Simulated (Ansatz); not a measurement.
`N=C(CF)CF`, charge 0, multiplicity 1.

(1) Give a relaxed structure at PBE0-D4/def2-TZVP (the Gaussian-basis code of Ansatz). (Best estimate.)

Answers

(1) Ansatz gave: 
Cartesian coordinates in Å:
```
N -1.049 -0.938 -0.954
C -0.272 -0.204 -0.286
C -0.118 1.237 -0.682
F 1.122 1.720 -0.305
C 0.500 -0.636 0.930
F 0.206 -1.941 1.243
H -1.099 -1.870 -0.540
H -0.233 1.339 -1.762
H -0.879 1.843 -0.178
H 0.247 -0.002 1.787
H 1.575 -0.549 0.748
```
This is one stationary point; other conformers may exist.
